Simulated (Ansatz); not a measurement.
# C4H6O: the cost of one run

Program: Ansatz 0.2.0. Level of theory: the levels named in each step. These are calculated values, not measurements.

## (1) The system as given

Bond lengths: O1–C2 1.196 Å, C2–C3 1.514 Å, C3–C4 1.540 Å, C2–C5 1.514 Å, C4–C5 1.541 Å, C3–H6 1.089 Å, C3–H7 1.089 Å, C4–H8 1.087 Å, C4–H9 1.088 Å, C5–H10 1.089 Å, C5–H11 1.088 Å. Angles (14 of 21 angles, heavy atoms first): O1–C2–C3 133.8°, O1–C2–C5 133.9°, C3–C2–C5 92.3°, C2–C3–C4 88.7°, C3–C4–C5 90.2°, C2–C5–C4 88.7°, C2–C3–H6 113.7°, C2–C3–H7 113.7°, C4–C3–H6 115.8°, C4–C3–H7 115.8°, C3–C4–H8 114.2°, C3–C4–H9 114.2°, C5–C4–H8 114.2°, C5–C4–H9 114.2°.

Structure file:

```xyz
11

O     0.1599    1.7607    0.2562
C     0.0530    0.5821    0.0841
C     0.9432   -0.6059    0.3802
C    -0.1380   -1.5230   -0.2219
C    -1.0252   -0.2973   -0.5116
H     1.1478   -0.7465    1.4401
H     1.8940   -0.5823   -0.1496
H     0.1793   -2.0635   -1.1101
H    -0.5691   -2.2277    0.4855
H    -1.2242   -0.0940   -1.5624
H    -1.9701   -0.2584    0.0274
```

## (2) A rough first relaxation, PBE-D4/def2-SVP

This run stands in another session on the same molecule. It ended at:

```xyz
11

O     0.1619    1.7875    0.2605
C     0.0541    0.5977    0.0871
C     0.9598   -0.6120    0.3872
C    -0.1390   -1.5318   -0.2229
C    -1.0424   -0.2983   -0.5199
H     1.1752   -0.7467    1.4681
H     1.9324   -0.5802   -0.1474
H     0.1821   -2.0881   -1.1240
H    -0.5762   -2.2539    0.4924
H    -1.2494   -0.0817   -1.5890
H    -2.0080   -0.2480    0.0259
```

## (3) Relaxation, PBE0-D4/def2-TZVPP

Contents of input.yaml:

```yaml
crystal:
  periodic: [false, false, false]
  atoms:
    - { symbol: O, position_ang: [0.16194857, 1.78751079, 0.26051872] }
    - { symbol: C, position_ang: [0.05412955, 0.59765471, 0.087107] }
    - { symbol: C, position_ang: [0.95984414, -0.61201845, 0.38720671] }
    - { symbol: C, position_ang: [-0.13901563, -1.53181213, -0.22293048] }
    - { symbol: C, position_ang: [-1.04239806, -0.29833577, -0.51994865] }
    - { symbol: H, position_ang: [1.17520689, -0.74673791, 1.46805764] }
    - { symbol: H, position_ang: [1.93241344, -0.58022555, -0.14743838] }
    - { symbol: H, position_ang: [0.18207111, -2.0880704, -1.12396352] }
    - { symbol: H, position_ang: [-0.57623406, -2.25392797, 0.492391] }
    - { symbol: H, position_ang: [-1.2494411, -0.08173584, -1.58904328] }
    - { symbol: H, position_ang: [-2.00797485, -0.24804148, 0.02585324] }
basis:
  gaussian: { orbitals: def2-TZVPP }
hamiltonian:
  xc: pbe0
  dispersion: d4
relax:
  f_tol: 0.002
  max_steps: 150
```

Started as:

```console
$ ansatz run input.yaml --threads 4 --pin off --max-ram 10240MiB --backend cpu --events-out ev --progress --plain --runs-dir out
```

**Question.** How long does this run take on 4 threads of Intel Xeon at 2.50GHz (Skylake/Cascade Lake), shared host, and how much memory does it need?

About 45 s, with a peak of 0.62 GiB.
